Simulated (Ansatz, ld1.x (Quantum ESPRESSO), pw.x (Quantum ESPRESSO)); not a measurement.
**strontium: one change to the TM potential, in the atom and in the bcc crystal**

Sr (Z = 38), norm-conserving Troullier–Martins (Kleinman–Bylander form), made with ld1.x (Quantum ESPRESSO) 7.5 (PBEsol, scalar-relativistic). Core [Kr], reference 4d0 5s2 5p0. Waves: 5p (bound, empty): rc 3.40 bohr; 4d (bound, empty): rc 2.35 bohr; 5s (bound): rc 2.70 bohr. Local part: the s channel. Core correction: none.

Change: all radii scaled by about 0.77 (s 2.08, p 2.64, d 1.82 bohr).

Cutoffs, loose and tight: the cutoffs (Ry, on a coarse ladder) from which the occupation-weighted sum of valence levels, in a spherical-Bessel basis at the reference potential, stays within 10 and 1 mRy of its value at 400 Ry. They do not see the model core or the augmentation charge, which bear on the density cutoff. Test errors are all-electron minus pseudo excitation energies from the reference, over the configurations 4d0 5s1 5p0; 4d0 5s1.5 5p0; 4d0 5s1 5p1; 4d1 5s0 5p0; 4d0.5 5s1.5 5p0; 4d0 5s0 5p1; 4d0 5s0 5p2; variants that change the core or the reference have their own tests.

Crystal test: bcc Sr in pw.x 7.5, no spin, 10³ k-points, Fermi–Dirac smearing 0.01 Ry, cutoffs set for each file from its atomic test. The reference is all-electron LAPW (Ansatz 0.2.0) with the same functional, mesh and smearing; V0 and B0 come from Birch–Murnaghan fits to the pressures at five volumes. Errors are pseudo minus all-electron; Δ is the rms difference of the E(V) curves that follow from these fits, minima aligned, over ±6 % about the mean V0. Mesh and smearing are coarse, so the numbers serve the comparison and aren't converged zero-temperature values; the lattice is a test structure that the element need not adopt.

All-electron: a0 = 4.692 Å (V0 = 51.65 Å³/atom), B0 = 12.0 GPa.

Question: Does the change bring the crystal closer to the all-electron result?

Answer: The mean pressure error goes from -0.71 to -6.37 GPa, so the change moves the solid further from the all-electron pressures. Neither pressure curve crosses zero within the volumes sampled, so no fits are given.

```json
{"quantity": "outcome (atom)", "base": "generated", "changed": "generated"}
{"quantity": "cutoff, loose (atom)", "base": "8 Ry", "changed": "25 Ry"}
{"quantity": "cutoff, tight (atom)", "base": "18 Ry", "changed": "60 Ry"}
{"quantity": "bound ghosts (atom)", "base": "none", "changed": "p, s (extra level of the local part)"}
{"quantity": "largest test error (meV) (atom)", "base": "+351", "changed": "+858"}
{"quantity": "cutoffs in pw.x (Ry)", "base": "35/140", "changed": "75/300"}
{"quantity": "mean pressure error (GPa)", "base": "-0.71", "changed": "-6.37"}
```

Base: This is a poor potential for the solid. The cutoffs count occupied waves only; the empty 4d level needs 18 Ry at the loose tolerance. Changed file: This is a poor potential for the solid. The pseudo pressure rises with volume over the whole range, a mechanical instability. Note: ghost states, extra bound levels that the all-electron valence spectrum of the same l lacks: p at -19.5 eV, s at -3.0 eV. A true bound ghost makes a file unfit for plane-wave use. The logarithmic derivative shows an extra or strongly shifted pseudo pole above the reference energy (s near 0.33 Ry). The cutoffs count occupied waves only; the empty 5p level needs 40 Ry at the loose tolerance. The atomic cutoffs weigh occupied waves only.
